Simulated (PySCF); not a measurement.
**A workflow on [Si2NH6]− (SMILES [SiH2-]N[SiH3])**

Aim: an energy scan (CCSD(T)/6-31G), then the energy along one coordinate (PBE50/6-311+G**) of [Si2NH6]−. 

Program for the calculation: PySCF 2.14.0.

### Step 1. The structure to begin with

[Si2NH6]−: 9 atoms, total charge -1, spin state singlet. SMILES: `[SiH2-]N[SiH3]`. Geometry: relaxed at GFN2-xTB. This is one conformer, not always the lowest.

Bond lengths: Si1–N2 1.797 Å, N2–Si3 1.689 Å, Si1–H4 1.523 Å, Si1–H5 1.517 Å, N2–H6 1.014 Å, Si3–H7 1.505 Å, Si3–H8 1.481 Å, Si3–H9 1.466 Å. Some angles: Si1–N2–Si3 100.2°, Si1–N2–H6 122.5°, Si3–N2–H6 120.1°, N2–Si1–H4 101.1°, N2–Si1–H5 97.9°, N2–Si3–H7 108.9°, N2–Si3–H8 120.4°, N2–Si3–H9 108.8°, H4–Si1–H5 96.7°, H7–Si3–H8 102.5°.

### Step 2. The energy along one coordinate at CCSD(T)/6-31G (run 1)

File calc.py:

```python
import numpy
from pyscf import gto, cc
from scipy.spatial.transform import Rotation

molecule = gto.Mole()
molecule.atom = '''
Si  -1.282400   0.757600  -0.484450
N    0.480190   0.643390  -0.155330
Si   0.510660  -0.723210   0.837070
H   -1.396090  -0.070050  -1.758320
H   -1.281270   2.117450  -1.157640
H    1.178180   0.759700  -0.882010
H    1.941430  -1.132510   1.059970
H   -0.117270  -1.987540   0.390380
H   -0.033420  -0.364840   2.150320
'''
molecule.verbose = 3
molecule.basis = '6-31g'
molecule.spin = 0
molecule.charge = -1
molecule.max_memory = 1860
molecule.build()

x0 = molecule.atom_coords(unit='angstrom')
axis = x0[1] - x0[2]
r0 = 171.111  # dihedral 7-3-2-1 of the start, degrees
axis /= numpy.linalg.norm(axis)
dm = None
scan, good = [], []
for r in [0, 30, 60, 90, 120, 150, 180, 210, 240, 270, 300, 330]:
    xyz = x0.copy()
    xyz[[0, 1, 3, 4, 5]] = Rotation.from_rotvec(axis * numpy.radians(r - r0)).apply(x0[[0, 1, 3, 4, 5]] - x0[1]) + x0[1]
    molecule.set_geom_(xyz, unit='angstrom')
    myscf = molecule.RHF()
    myscf.kernel(dm0=dm)
    dm = myscf.make_rdm1()
    mycc = cc.CCSD(myscf, frozen=11)
    mycc.kernel()
    e_t = mycc.ccsd_t()
    e_final = mycc.e_tot + e_t
    scan.append((r, e_final))
    good.append(myscf.converged and mycc.converged)
    print('dihedral = %.1f deg   E = %.8f Eh   converged: %s' % (r, e_final, good[-1]))

e0 = min(e for r, e in scan)
print('angle   E - Emin (kcal/mol)')
for r, e in scan:
    print('%6.3f %10.3f' % (r, (e - e0) * 627.5095))
```

Run with:

```bash
$ OMP_NUM_THREADS=1 python calc.py
```

Output:

```text
converged SCF energy = -635.612539847773
E(CCSD) = -635.8722700914902  E_corr = -0.259730243717056
CCSD(T) correction = -0.00544418981433226
dihedral = 0.0 deg   E = -635.87771428 Eh   converged: True
converged SCF energy = -635.622232491173
E(CCSD) = -635.8819124969815  E_corr = -0.2596800058080152
CCSD(T) correction = -0.00543897873658535
dihedral = 30.0 deg   E = -635.88735148 Eh   converged: True
converged SCF energy = -635.625345808996
E(CCSD) = -635.8847496324948  E_corr = -0.2594038234984734
CCSD(T) correction = -0.00540420058553813
dihedral = 60.0 deg   E = -635.89015383 Eh   converged: True
converged SCF energy = -635.617836580394
E(CCSD) = -635.8768385714865  E_corr = -0.2590019910924969
CCSD(T) correction = -0.00538337706543207
dihedral = 90.0 deg   E = -635.88222195 Eh   converged: True
converged SCF energy = -635.617075064453
E(CCSD) = -635.8760191209802  E_corr = -0.258944056527493
CCSD(T) correction = -0.0054018195062458
dihedral = 120.0 deg   E = -635.88142094 Eh   converged: True
converged SCF energy = -635.626523303797
E(CCSD) = -635.8860109397996  E_corr = -0.2594876360022429
CCSD(T) correction = -0.00546429123465131
dihedral = 150.0 deg   E = -635.89147523 Eh   converged: True
converged SCF energy = -635.627984378067
E(CCSD) = -635.8877145006337  E_corr = -0.2597301225670637
CCSD(T) correction = -0.00547979308032202
dihedral = 180.0 deg   E = -635.89319429 Eh   converged: True
converged SCF energy = -635.617621449416
E(CCSD) = -635.8777556799427  E_corr = -0.2601342305269287
CCSD(T) correction = -0.00551862142309976
dihedral = 210.0 deg   E = -635.88327430 Eh   converged: True
converged SCF energy = -635.612545706038
E(CCSD) = -635.8722095672497  E_corr = -0.2596638612121378
CCSD(T) correction = -0.00548287708468365
dihedral = 240.0 deg   E = -635.87769244 Eh   converged: True
converged SCF energy = -635.619621323777
E(CCSD) = -635.8789358894552  E_corr = -0.2593145656785492
CCSD(T) correction = -0.00539191601823531
dihedral = 270.0 deg   E = -635.88432781 Eh   converged: True
converged SCF energy = -635.622359895829
E(CCSD) = -635.8816476620083  E_corr = -0.2592877661788353
CCSD(T) correction = -0.00534652073369116
dihedral = 300.0 deg   E = -635.88699418 Eh   converged: True
converged SCF energy = -635.61443545539
E(CCSD) = -635.8743074775942  E_corr = -0.2598720222045066
CCSD(T) correction = -0.0054183615664911
dihedral = 330.0 deg   E = -635.87972584 Eh   converged: True
angle   E - Emin (kcal/mol)
 0.000      9.714
30.000      3.666
60.000      1.908
90.000      6.885
120.000      7.388
150.000      1.079
180.000      0.000
210.000      6.225
240.000      9.728
270.000      5.564
300.000      3.891
330.000      8.452
```

Wall time 32 s (1 thread of Intel Xeon at 2.50GHz (Skylake/Cascade Lake), shared host); peak memory 0.14 GiB.

The scan, from its lowest point:

| H7–Si3–N2–Si1 (°) | energy (kJ/mol) |
| --- | --- |
| 0.000 | 40.6 |
| 30.000 | 15.3 |
| 60.000 | 8.0 |
| 90.000 | 28.8 |
| 120.000 | 30.9 |
| 150.000 | 4.5 |
| 180.000 | 0.0 |
| 210.000 | 26.0 |
| 240.000 | 40.7 |
| 270.000 | 23.3 |
| 300.000 | 16.3 |
| 330.000 | 35.4 |

### Step 3. The energy along one coordinate at PBE50/6-311+G(d,p) (density fitting with cc-pvqz-jkfit, Cartesian functions) (run 2)

File calc.py:

```python
import numpy
from pyscf import gto, dft
from scipy.spatial.transform import Rotation

mol = gto.M(
    atom='''
Si    -1.282400     0.757600    -0.484450
N      0.480190     0.643390    -0.155330
Si     0.510660    -0.723210     0.837070
H     -1.396090    -0.070050    -1.758320
H     -1.281270     2.117450    -1.157640
H      1.178180     0.759700    -0.882010
H      1.941430    -1.132510     1.059970
H     -0.117270    -1.987540     0.390380
H     -0.033420    -0.364840     2.150320
''',
    basis='6-311+g**',
    spin=0,
    charge=-1,
    max_memory=1860,
    cart=True,
    verbose=3,
)

x0 = mol.atom_coords(unit='angstrom')
axis = x0[1] - x0[2]
r0 = 171.111  # dihedral 7-3-2-1 of the start, degrees
axis /= numpy.linalg.norm(axis)

scan, good = [], []
for r in [0, 30, 60, 90, 120, 150, 180, 210, 240, 270, 300, 330]:
    xyz = x0.copy()
    xyz[[0, 1, 3, 4, 5]] = Rotation.from_rotvec(axis * numpy.radians(r - r0)).apply(x0[[0, 1, 3, 4, 5]] - x0[1]) + x0[1]
    mol.set_geom_(xyz, unit='angstrom')
    mf = dft.RKS(mol)
    mf.xc = 'pbe50'
    mf = mf.density_fit(auxbasis='cc-pvqz-jkfit')
    mf.kernel()
    e_final = mf.e_tot
    scan.append((r, e_final))
    good.append(mf.converged)
    print('dihedral = %.1f deg   E = %.8f Eh   converged: %s' % (r, e_final, good[-1]))

e0 = min(e for r, e in scan)
print('angle   E - Emin (kcal/mol)')
for r, e in scan:
    print('%6.3f %10.3f' % (r, (e - e0) * 627.5095))
```

Run with:

```bash
$ OMP_NUM_THREADS=1 python calc.py
```

Output:

```text
converged SCF energy = -637.13156317184
dihedral = 0.0 deg   E = -637.13156317 Eh   converged: True
converged SCF energy = -637.140340130108
dihedral = 30.0 deg   E = -637.14034013 Eh   converged: True
converged SCF energy = -637.142223156095
dihedral = 60.0 deg   E = -637.14222316 Eh   converged: True
converged SCF energy = -637.135387119002
dihedral = 90.0 deg   E = -637.13538712 Eh   converged: True
converged SCF energy = -637.135471785877
dihedral = 120.0 deg   E = -637.13547179 Eh   converged: True
converged SCF energy = -637.144323935915
dihedral = 150.0 deg   E = -637.14432394 Eh   converged: True
converged SCF energy = -637.145292739478
dihedral = 180.0 deg   E = -637.14529274 Eh   converged: True
converged SCF energy = -637.135944790453
dihedral = 210.0 deg   E = -637.13594479 Eh   converged: True
converged SCF energy = -637.132129851237
dihedral = 240.0 deg   E = -637.13212985 Eh   converged: True
converged SCF energy = -637.138397850179
dihedral = 270.0 deg   E = -637.13839785 Eh   converged: True
converged SCF energy = -637.13962189797
dihedral = 300.0 deg   E = -637.13962190 Eh   converged: True
converged SCF energy = -637.132249980424
dihedral = 330.0 deg   E = -637.13224998 Eh   converged: True
angle   E - Emin (kcal/mol)
 0.000      8.615
30.000      3.108
60.000      1.926
90.000      6.216
120.000      6.163
150.000      0.608
180.000      0.000
210.000      5.866
240.000      8.260
270.000      4.327
300.000      3.559
330.000      8.184
```

Wall time 3.5 min (1 thread of Intel Xeon at 2.50GHz (Skylake/Cascade Lake), shared host); peak memory 0.52 GiB.

The scan, from its lowest point:

| H7–Si3–N2–Si1 (°) | energy (kJ/mol) |
| --- | --- |
| 0.000 | 36.0 |
| 30.000 | 13.0 |
| 60.000 | 8.1 |
| 90.000 | 26.0 |
| 120.000 | 25.8 |
| 150.000 | 2.5 |
| 180.000 | 0.0 |
| 210.000 | 24.5 |
| 240.000 | 34.6 |
| 270.000 | 18.1 |
| 300.000 | 14.9 |
| 330.000 | 34.2 |
